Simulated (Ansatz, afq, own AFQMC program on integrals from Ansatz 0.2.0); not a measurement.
Two steps: Ansatz 0.2.0 writes the Fock matrix and Cholesky factors of the valence space, and afq projects on them the lowest state that overlaps trial and start.

```yaml
crystal:
  periodic: [false, false, false]
  atoms:
    - {symbol: H, position_ang: [-1.967404, 0.000000, 0.000000]}
    - {symbol: H, position_ang: [-1.096404, 0.000000, 0.000000]}
    - {symbol: C, position_ang: [0.160596, 0.000000, 0.000000]}
    - {symbol: H, position_ang: [0.575064, 0.000000, 0.996161]}
    - {symbol: H, position_ang: [0.575064, 0.000000, -0.996161]}
basis:
  gaussian: {orbitals: cc-pVTZ}
magnetization: {spin_polarized: true, initial_magnetization: 2}
correlation: {method: ccsd_t, electrons: outside_noble_gas, hamiltonian_folder: ham}
```

```sh
$ ansatz run in.yaml --threads 1 --pin off --events-out ev --progress --plain --max-ram 16896MiB --backend cuda --devices 0, --max-vram 18GiB
```

Options of the walk:

```
--method phaseless --trial cisd --walkers 1800 --populations 20 --least-time 60 --time-step 0.005 --steps-per-block 50 --equilibration-blocks 28 --max-blocks 4000 --target-error 0.00017 --factor-cut 1e-05 --start spin_pure --seed 565 --release-times 0.24,0.51,0.99,1.62,2.4 --release-step 0.03 --release-every 3 --taylor-order 6
```

Times are imaginary, in 1/Eh. The walk had a cap of 239 s. With eight or more populations the least sampling time is a fifth of least-time, and the error comes from their spread.

afq prints:

```
orbitals 85  electrons 5 3  factors 465 of 465
reference energy -40.03720596 Eh
CCSD correlation -0.19112210 Eh in 10 cycles, weight of the determinant in the CISD state 0.9248
energy of the start -40.227307 Eh
 block  time / (1/Eh)  mean weight  energy / Eh
     1     0.250  0.9991  -40.227644
     2     0.500  0.9997  -40.229619
     3     0.750  0.9999  -40.231336
     4     1.000  0.9995  -40.232796
     5     1.250  0.9998  -40.233257
    12     3.000  1.0008  -40.234372
    19     4.750  1.0006  -40.234423
    26     6.500  1.0005  -40.234442
    33     8.250  0.9999  -40.234394
    36     9.000  1.0002  -40.235382
    40    10.000  1.0004  -40.234020
    47    11.750  1.0004  -40.233705
    48    12.000  0.9998  -40.233511
    54    13.500  0.9999  -40.234415
    61    15.250  1.0003  -40.233763
    68    17.000  1.0000  -40.234728
    75    18.750  0.9998  -40.234505
    78    19.500  1.0003  -40.234644
error from the spread of 20 populations
released: time / (1/Eh)  energy / Eh  error  mean overlap
  0.24  -40.234282  0.000097  1.0011
  0.51  -40.234439  0.000059  0.9932
  0.99  -40.234459  0.000094  0.9872
  1.62  -40.234439  0.000091  0.9753
  2.40  -40.234309  0.000073  0.9765
energy -40.234229 +/- 0.000128 Eh
(rows thinned)
```

The run passed its tests (sampling time, drift between the halves within three errors, error under three times the target), which doesn't prove that it has relaxed.

Against this walk (error 3.5 meV) on the same determinant: CCSD(T) 17.0 meV higher, CCSDT(Q) 4.3 meV lower (within the noise). The error is statistical and leaves out the bias of the constraint. Released to 2.40 1/Eh the energy moves by -2 ± 4 meV (both errors), within twice the noise.

Cautions: constraint bias not in the error; lower spins were not checked.

The walk took 96 s on 1 × NVIDIA H100 80GB HBM3 with 2 threads of AMD EPYC 7R13 Processor (Zen 3) (shared host) (the card was shared). The log's last line is the phaseless energy.

CCSDT and higher add their correlation energy to the determinant of the CCSD(T) run, since their own runs factorise the integrals more tightly (a shift of under 2 meV). A walk keeps the symmetry of its determinant, which the program's search chose and which needn't be the lowest solution, so a lower state of the same spin and another symmetry isn't excluded.
